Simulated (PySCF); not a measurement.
Simulated C 1s region for `N#C[CH-]C#N`, binding energy against the vacuum level.

Every computed line was given a Gaussian of 0.6 eV full width at half maximum and an area set by the number of equivalent atoms; the highest printed point is 100. Computed, not measured: delta-SCF UKS SCAN, pcX-2 on the ionised atom, pcseg-1 elsewhere, spin-free X2C in PySCF.

binding energy (eV), intensity and a bar:
```
    284.9          0 
    285.0          1 
    285.1          2 #
    285.2          6 ##
    285.3         12 ####
    285.4         22 ######
    285.5         34 ##########
    285.6         44 #############
    285.7         50 ###############
    285.8         49 ###############
    285.9         41 ############
    286.0         32 ##########
    286.1         26 ########
    286.2         28 ########
    286.3         40 ############
    286.4         60 ##################
    286.5         82 #########################
    286.6         98 #############################
    286.7        100 ##############################
    286.8         88 ##########################
    286.9         66 ####################
    287.0         43 #############
    287.1         24 #######
    287.2         11 ###
    287.3          5 #
    287.4          2 
    287.5          0
```

Question: How many maxima does the curve show, and how many computed lines lie under it?

Answer: The curve has 2 maxima (at 285.7 and 286.7 eV). Under it lie 2 lines from 2 inequivalent carbon sites.

Question: Decompose the envelope and assign each component. Numbering: `[N:1]#[C:2][CH-:3][C:4]#[N:5]`.

Answer: 
| position (eV) | relative area | line | atoms | environment |
| --- | --- | --- | --- | --- |
| 285.73 | 1 | C 1s | C3 | carbon bonded to 2 C and H |
| 286.67 | 2 | C 1s | C2/C4 | carbon bonded to C and N |

The listed C 1s values span 0.94 eV, from C3 (bonded to 2 C and H) to C2/C4 (bonded to N (triple bond) and C). Summing the Pauling electronegativity differences to the bonded atoms, each weighted by its formal bond order, gives -0.35 for the lowest site and +1.47 for the highest.

The curve has no shake-up lines and no vibrational structure. Atoms equivalent by their bonding share one computed value, that of the first of them. The species carries charge -1, so core ionisation leaves a neutral species. The basis sets have no added diffuse functions. Isolated species at its PBE0-D3(BJ)/def2-SVP geometry, gas phase. The geometry's basis has no diffuse functions, a weakness for an anion.

Time: 9.2 s. Hardware: Arm Neoverse V1, one thread (shared host).
